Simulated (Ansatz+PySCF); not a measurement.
The numbers below are computed, except where a source is named.
This PySCF input gave a total energy of -196.09044 hartree.

```python
from pyscf import gto, scf

mol = gto.M(atom="""
C 0.000000 -0.294280 -2.343450
C 0.000000 0.475790 -1.175180
C 0.000000 -0.287910 0.000000
C 0.000000 0.475790 1.175180
C 0.000000 -0.294280 2.343450
H 0.000000 0.284950 -3.174190
H 0.816420 -0.893880 -2.389370
H -0.816420 -0.893880 -2.389370
H -0.809300 1.090650 -1.172240
H 0.809300 1.090650 -1.172240
H 0.809880 -0.903820 0.000000
H -0.809880 -0.903820 0.000000
H -0.809300 1.090650 1.172240
H 0.809300 1.090650 1.172240
H 0.000000 0.284950 3.174190
H -0.816420 -0.893880 2.389370
H 0.816420 -0.893880 2.389370
""", basis='def2-svp', charge=0, spin=0)
mf = scf.RHF(mol)
mf.init_guess = 'minao'
mf.kernel()
while True:  # follow internal instabilities
    mo, _, stable, _ = mf.stability(return_status=True)
    if stable: break
    mf.kernel(mf.make_rdm1(mo, mf.mo_occ))
print(mf.converged, mf.e_tot, mf.spin_square()[0])
```

(1) Write an input for Ansatz with the same method and basis set.

Results:

(1)

```yaml
crystal:
  periodic: [false, false, false]
  atoms:
    - { symbol: C, position_ang: [0.0, -0.29428, -2.34345] }
    - { symbol: C, position_ang: [0.0, 0.47579, -1.17518] }
    - { symbol: C, position_ang: [0.0, -0.28791, 0.0] }
    - { symbol: C, position_ang: [0.0, 0.47579, 1.17518] }
    - { symbol: C, position_ang: [0.0, -0.29428, 2.34345] }
    - { symbol: H, position_ang: [0.0, 0.28495, -3.17419] }
    - { symbol: H, position_ang: [0.81642, -0.89388, -2.38937] }
    - { symbol: H, position_ang: [-0.81642, -0.89388, -2.38937] }
    - { symbol: H, position_ang: [-0.8093, 1.09065, -1.17224] }
    - { symbol: H, position_ang: [0.8093, 1.09065, -1.17224] }
    - { symbol: H, position_ang: [0.80988, -0.90382, 0.0] }
    - { symbol: H, position_ang: [-0.80988, -0.90382, 0.0] }
    - { symbol: H, position_ang: [-0.8093, 1.09065, 1.17224] }
    - { symbol: H, position_ang: [0.8093, 1.09065, 1.17224] }
    - { symbol: H, position_ang: [0.0, 0.28495, 3.17419] }
    - { symbol: H, position_ang: [-0.81642, -0.89388, 2.38937] }
    - { symbol: H, position_ang: [0.81642, -0.89388, 2.38937] }
basis:
  gaussian: { orbitals: def2-SVP }
hamiltonian:
  xc: hf
```

Ansatz (development build ahead of 0.2.0) gave -196.09043 hartree, 0.14 meV from the first.
